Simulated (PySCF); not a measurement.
Coordinates in bohr (charge 0 multiplicity 1):
```
Cl    0.0000    0.0000   -0.6700
F     0.0000    0.0000    2.4344
F     3.2809    0.0000   -0.6010
F    -3.2809    0.0000   -0.6010
```

These are results of PySCF, PBE, basis Cl def2-TZVP, F def2-TZVP (no relativity, density fitting), not measurements.

This geometry of ClF₃ is a stationary point at this level.

What is the point group?

C2v.

Is it a minimum?

Yes: all harmonic wavenumbers are real.

List the harmonic modes with their infrared intensities.


```
symmetry  ω (cm⁻¹)  IR (km/mol)     type
      a1       272          9.0     bend
      b1       311         14.3     bend
      b2       379          0.1     bend
      a1       499          7.2  stretch
      b2       688          429  stretch
      a1       691         58.2  stretch
```

What is the atomisation energy, with and without zero-point energy?

689 kJ/mol without, 672 kJ/mol with.

In C2v the vibrations span 3a1 + b1 + 2b2. Here b1 is antisymmetric to the molecular plane and b2 lies in it.
